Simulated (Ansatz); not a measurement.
CHGeP (H-bridged), triplet: the ladder up to RCCSDT(Q)

Geometry: that of the CHGeP (H-bridged), singlet, kept fixed.

```yaml
atoms:
  - { symbol: C, position_ang: [0.0000, -1.1674, 0.7073] }
  - { symbol: P, position_ang: [0.0000, 0.2556, 1.5848] }
  - { symbol: Ge, position_ang: [0.0000, 0.0640, -0.7978] }
  - { symbol: H, position_ang: [0.0000, 1.4420, 0.3672] }
```

Basis cc-pVDZ; Ansatz 0.2.0. Only valence electrons are correlated (noble-gas cores and the filled d shells of p-block atoms frozen), which leaves 14 electrons in 44 orbitals. R marks a restricted (for open shells ROHF) determinant, U an unrestricted one. Active spaces: frontier = (10e, 10o) about the gap. No spin–orbit coupling is included, and no scalar relativity.

Full CI isn't at hand for all of this; RCCSDT(Q) serves as the reference, and is uncertain by about the last step of the cluster series. The frozen core follows each run's orbitals, which can shift R against U totals by a few meV for light atoms and by up to 0.1 eV past Ca.

The UHF ⟨S²⟩ is 2.221. The ⟨S²⟩ of the determinant under UCCSD is 2.203. The T1 diagnostic (RCCSD) is 0.0627 and the largest doubles amplitude (RCCSD) is 0.085.

| level | E − E(RHF) (eV) |
| --- | --- |
| RMP2 | -8.3180 |
| RCCSD | -9.2729 |
| RCCSD(T) | -9.8010 |

Q: Estimate how far RCCSDT(Q) in cc-pVDZ lies from RCCSD(T). The table doesn't fix it; the size of (T) and the diagnostics are the guide.

A: RCCSDT(Q) in cc-pVDZ lies 10.6 kJ/mol below RCCSD(T), which is 21 % of the (T) step (-51.0 kJ/mol). T1 is raised, but (T) still catches most of what CCSD lacks. The miss exceeds 1 kcal/mol.

The other levels:

```tsv
level	E − E(RCCSDT(Q)) (kJ/mol)	share of correlation (%)	wall time
BCCD(T)	9.5	99.01	48 s
RCCSDT	5.1	99.46	–
```

The correlation energy at RCCSDT(Q), counted from RHF, is -9.911 eV. That run took 2.7 min on 1 thread of Arm Neoverse V2, shared host.

Run but not shown, since their state or frozen core can't be matched to the reference's or they repeat it: UHF, UMP2, UCCSD, UCCSD(T), UCCSDT, UCCSDT(Q), CASSCF (frontier space), NEVPT2 (frontier space).

Times hold each run's SCF and search for its determinant on a shared host, so for small cases they say little of a method's own cost; they ran on 1 thread of Arm Neoverse V2.
